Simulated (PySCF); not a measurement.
hydrogen chloride (ClH), SMILES Cl.

Geometry: PBE0-D3(BJ)/def2-TZVPD.

Computed with HF/def2-TZVPD in PySCF.

Gas-phase values at a fixed geometry.

```yaml
total_energy: -460.09907 hartree
point_group: C∞v
highest_occupied_level: -12.98 eV
lowest_empty_level: 1.91 eV
orbital_gap: 14.89 eV
dipole_moment: 1.19 D
quadrupole, principal values (traceless, Buckingham form, about the centre of nuclear charge): -1.91, -1.91, 3.82 D·Å
mean_static_polarisability: 16.7 bohr³ (2.48 Å³)
polarisability_principal_values: 16.2, 16.2, 17.9 bohr³
```
